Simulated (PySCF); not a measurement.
**How the numerical set-up moves the result for MgC**

Which parts of the numerical set-up matter for MgC? Each run edits the base script.

Method: method and basis as typed in the scripts; program: PySCF 2.14.0.

## 1. The starting structure

MgC: 2 atoms, charge 0, spin multiplicity 1.

Bond lengths: Mg1–C2 1.859 Å.

## 2. The base run

File input.py:

```python
from pyscf import gto, scf, mp

mol = gto.M(
    atom='Mg 0 0 0; C 0 0 1.859',
    basis='jorge-dzp-dkh',
    charge=0,
    spin=0,
    verbose=4,
)
mf = scf.RHF(mol)
mf = mf.sfx2c1e()
mf.kernel()
mp.MP2(mf).kernel()
mf.dip_moment()
print('orbital energies (hartree):', mf.mo_energy[..., max(0, mol.nelec[1]-3):mol.nelec[0]+3].round(4))
```

Run with:

```
$ OMP_NUM_THREADS=1 python input.py
```

The log of this run is left out.

It gives: E(SCF) = -237.509529 Eh, 11 cycles, E(MP2) − E(SCF) = -0.22741 Eh, μ = 4.43 D (of the SCF density).

The bond length is a typed value, not an optimised one.

## 3. 6-311g** (X2C off)

Edit 1 changes basis set: jorge-dzp-dkh → 6-311g**; spin-free X2C: on → off.

File input.py:

```python
from pyscf import gto, scf, mp

mol = gto.M(
    atom='Mg 0 0 0; C 0 0 1.859',
    basis='6-311g**',
    charge=0,
    spin=0,
    verbose=4,
)
mf = scf.RHF(mol)
mf.kernel()
mp.MP2(mf).kernel()
mf.dip_moment()
print('orbital energies (hartree):', mf.mo_energy[..., max(0, mol.nelec[1]-3):mol.nelec[0]+3].round(4))
```

Run with:

```
$ OMP_NUM_THREADS=1 python input.py
```

## 4. Spin-free X2C off

Edit 2 changes spin-free X2C: on → off.

input.py, as its differences from that of step 2:

```diff
@@ -10,3 +10,2 @@
 mf = scf.RHF(mol)
-mf = mf.sfx2c1e()
 mf.kernel()
```

## 5. 3-21g (X2C off)

Edit 3 changes basis set: jorge-dzp-dkh → 3-21g; spin-free X2C: on → off.

input.py, as its differences from that of step 2:

```diff
@@ -4,3 +4,3 @@
     atom='Mg 0 0 0; C 0 0 1.859',
-    basis='jorge-dzp-dkh',
+    basis='3-21g',
     charge=0,
@@ -10,3 +10,2 @@
 mf = scf.RHF(mol)
-mf = mf.sfx2c1e()
 mf.kernel()
```

## 6. Cc-pcvdz (X2C off)

Edit 4 changes basis set: jorge-dzp-dkh → cc-pcvdz; spin-free X2C: on → off.

input.py, as its differences from that of step 2:

```diff
@@ -4,3 +4,3 @@
     atom='Mg 0 0 0; C 0 0 1.859',
-    basis='jorge-dzp-dkh',
+    basis='cc-pcvdz',
     charge=0,
@@ -10,3 +10,2 @@
 mf = scf.RHF(mol)
-mf = mf.sfx2c1e()
 mf.kernel()
```

**Question.** What will these runs give? Wanted: for each run, E(SCF); from base; gap; SCF dipole; after the SCF.

The runs gave:

```tsv
run	E(SCF) (hartree)	from base (eV)	cycles	gap (eV)	SCF dipole (D)	functions	after the SCF
base	-237.509529	0	11	7.08	4.43	39	MP2 correlation -6.188 eV
6-311g** (X2C off)	-237.189821	not comparable	11	7.10	4.09	44	MP2 correlation -8.044 eV
spin-free X2C off (poor choice)	-237.152816	not comparable	11	7.06	4.45	39	MP2 correlation -6.183 eV
3-21g (X2C off)	-235.833969	not comparable	10	7.21	3.01	22	MP2 correlation -2.911 eV
cc-pcvdz (X2C off)	-237.188770	not comparable	11	7.12	3.96	45	MP2 correlation -9.581 eV
```

**Reading.** Rows marked «poor choice» come from settings spoiled on purpose.
